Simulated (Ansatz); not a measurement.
# H8Si3: the cost of one run

All numbers below are computed with Ansatz 0.2.0 (RKS r2SCANh-D4/6-31G*).

### 1 The system as given

Bond lengths: Si1–Si2 2.220 Å, Si2–H3 1.460 Å, Si2–H4 1.460 Å, Si2–H5 1.460 Å, Si1–H6 1.460 Å, Si1–H7 1.459 Å, Si1–Si8 2.218 Å, Si8–H9 1.460 Å, Si8–H10 1.460 Å, Si8–H11 1.460 Å. Angles (14 of 18 angles, heavy atoms first): Si2–Si1–Si8 109.5°, Si1–Si2–H3 109.5°, Si1–Si2–H4 109.5°, Si1–Si2–H5 109.5°, Si2–Si1–H6 109.5°, Si2–Si1–H7 109.5°, H6–Si1–Si8 109.5°, H7–Si1–Si8 109.5°, Si1–Si8–H9 109.5°, Si1–Si8–H10 109.5°, Si1–Si8–H11 109.5°, H3–Si2–H4 109.4°, H3–Si2–H5 109.4°, H4–Si2–H5 109.4°.

Structure file:

```xyz
11

Si    0.0000    0.0000    0.0000
Si    0.0000    0.0000    2.2200
H    -1.3148   -0.4067    2.7074
H     1.0096   -0.9353    2.7074
H     0.3052    1.3420    2.7074
H     1.3768    0.0000   -0.4862
H    -0.6877    1.1914   -0.4862
Si   -1.0456   -1.8115   -0.7393
H    -1.7029   -2.4846    0.3772
H    -2.0454   -1.4265   -1.7311
H    -0.0777   -2.7173   -1.3511
```

### 2 Relaxing the start

input.yaml reads:

```yaml
crystal:
  periodic: [false, false, false]
  atoms:
    - { symbol: Si, position_ang: [0.0, 0.0, 0.0] }
    - { symbol: Si, position_ang: [0.0, 0.0, 2.22] }
    - { symbol: H, position_ang: [-1.3148, -0.4067, 2.7074] }
    - { symbol: H, position_ang: [1.0096, -0.9353, 2.7074] }
    - { symbol: H, position_ang: [0.3052, 1.342, 2.7074] }
    - { symbol: H, position_ang: [1.3768, 0.0, -0.4862] }
    - { symbol: H, position_ang: [-0.6877, 1.1914, -0.4862] }
    - { symbol: Si, position_ang: [-1.0456, -1.8115, -0.7393] }
    - { symbol: H, position_ang: [-1.7029, -2.4846, 0.3772] }
    - { symbol: H, position_ang: [-2.0454, -1.4265, -1.7311] }
    - { symbol: H, position_ang: [-0.0777, -2.7173, -1.3511] }
basis:
  gaussian: { orbitals: "6-31G*" }
hamiltonian:
  xc: r2scanh
  dispersion: d4
relax:
  f_tol: 0.02
  max_steps: 40
```

The run is started by

```bash
$ ansatz run input.yaml --threads 1 --pin off --max-ram 2048MiB --backend cpu --events-out ev --progress --plain --runs-dir out
```

Q: Estimate wall time and peak memory on 1 thread of Arm Neoverse V1, shared host.

About 76 s, with a peak of 0.17 GiB.
